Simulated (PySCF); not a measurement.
Molecule: `[NH3+][BH2-]O`, BH₆NO.

Bonds (- single, = double, # triple, : aromatic): N1-B2, B2-O3. N1 carries H4, H5, H6; B2 carries H7, H8; O3 carries H9. Formal charges: N1 +1, B2 -1.

Frames of a GFN2-xTB Langevin trajectory at 300 K; GIAO PBE0/pcSseg-1 shieldings in PySCF 2.14, gas phase, non-relativistic; equivalent atoms averaged within each frame.

Shifts are taken against calculated references (same method and geometry level): NH3 for ¹⁵N (σ = 267.73 ppm); ¹¹B (σ = 100.07 ppm) against BF3·OEt2; ¹⁷O (σ = 336.08 ppm) vs H2O; ¹H (σ = 31.72 ppm) vs TMS. The references are static minima.

**Question.** How do the shifts (ppm) fluctuate along the trajectory?

**Answer.** 
```csv
time (fs),N1,B2,O3,H7/H8,H9,H4/H5/H6
250,30.4,19.2,104.8,4.69,2.54,0.12
425,54.0,-0.1,39.7,4.33,0.06,2.65
625,49.3,3.8,68.7,4.26,0.61,1.45
800,54.3,8.1,70.0,3.42,2.06,2.48
1000,47.6,3.4,79.4,3.41,2.30,1.42
mean of frames,47.1,6.9,72.5,4.02,1.51,1.62
standard deviation,9.8,7.5,23.4,0.58,1.11,1.01
```

5 frames give an uncertainty of the mean of about the standard deviation over 2.2 at best, since frames this close in time may not be independent; classical motion lacks zero-point vibration, and the reference would need the same averaging.
